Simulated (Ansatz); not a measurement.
# Structure relaxation of Si₂O

The calculation used DFT PBE, scalar-relativistic, plane waves, PAW in Ansatz 0.2.0. Cutoff 420 eV, Γ-centred k mesh, Gaussian smearing, no spin polarisation in the final step.

This is the end of a relaxation of cell and atoms.

```xyz
3
Lattice="-1.7286 1.7286 3.9721 1.7286 -1.7286 3.9721 1.7286 1.7286 -3.9721" Properties=species:S:1:pos:R:3 pbc="T T T"
Si    0.0000    0.0000    1.6558
Si    0.0000    0.0000    6.2883
O     0.0000    0.0000    0.0000
```

Formation energies are uncorrected and refer to the elements' standard structures at the same level (O₂ as a molecule).

(1) What space group does it have?

(2) How far does it lie from the elements in energy?

(3) Is it a metal?

Answers

(1) I4/mmm (No. 139). Conventional cell: a = 3.457 Å, c = 7.944 Å. Si is coordinated by 1 O at 1.66 Å; O has 2 Si at 1.66 Å.

(2) -0.87 eV/atom.

(3) Yes, bands cross the Fermi level on the 14×14×14 mesh.

The final run used a 14×14×14 mesh on its 3-atom cell and 0.10 eV smearing. The k mesh leaves about 4 meV/atom of noise in metals. The cell came from a trial start, so Si₂O may not exist in this structure.

Cost: 2 runs of about 1.9 core-minutes in all, on Intel Xeon 6975P-C (Granite Rapids) (shared hosts).